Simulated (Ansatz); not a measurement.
**BH6NS: a trajectory, and a look at its input**

Aim: a trajectory from the structure below. Read the input with care, then see what the program makes of it. The step meant is a four-centre ligand exchange at charge 0 and multiplicity 1, which changes B1–S6, N2–H5, B1–N2, H5–S6.

Computed with Ansatz 0.2.0, Gaussian basis. Level: PBE0-D4/def2-SVP.

### Step 1. The structure

```
B     0.8012   -0.9121   -0.8607
N     1.1966    0.1951   -0.1342
H     1.5841   -1.4572   -1.5841
H    -0.3270   -1.3065   -0.7506
H    -2.2853    1.5225    0.4339
S    -1.8400    0.9583    1.5671
H     2.1264    0.5765   -0.1772
H     0.5762    0.6893    0.4910
H    -1.8323   -0.2659    1.0149
```

### Step 2. The run

run/in.yaml reads:

```yaml
crystal:
  periodic: [false, false, false]
  atoms:
    - {symbol: B, position_ang: [0.801209, -0.912148, -0.860699]}
    - {symbol: N, position_ang: [1.196634, 0.195091, -0.134173]}
    - {symbol: H, position_ang: [1.584057, -1.457231, -1.584131]}
    - {symbol: H, position_ang: [-0.326950, -1.306474, -0.750646]}
    - {symbol: H, position_ang: [-2.285308, 1.522475, 0.433908]}
    - {symbol: S, position_ang: [-1.839958, 0.958280, 1.567063]}
    - {symbol: H, position_ang: [2.126368, 0.576517, -0.177184]}
    - {symbol: H, position_ang: [0.576247, 0.689303, 0.490966]}
    - {symbol: H, position_ang: [-1.832301, -0.265914, 1.014895]}
basis:
  gaussian: {orbitals: def2-SVP}
hamiltonian: {xc: pbe0, dispersion: d4}
md: {n_steps: 30, timestep: 6, temperature: 200, ensemble: nvt_nose_hoover, seed: 573, initial_velocities: maxwell_boltzmann}
```

Run with:

```console
$ ansatz run in.yaml --threads 2 --pin off --events-out ev --progress --plain --max-ram 4352MiB
```

Q: Predict the outcome of this session. Wanted: outcome.

**Answer**, as computed:

| quantity | value |
| --- | --- |
| outcome | converged |
| fault | long timestep |
| steps taken | 30 |

What this shows: The run ended normally, yet its numbers don't answer the question that was meant. Over 30 steps the temperature reaches 280932 K and potential plus kinetic energy changes by up to 294.48 eV. The timestep is far too long for bond vibrations, so the energy is not conserved and the trajectory means little. The cure: use 0.5 fs or so; with hydrogen 1 fs is about the most.
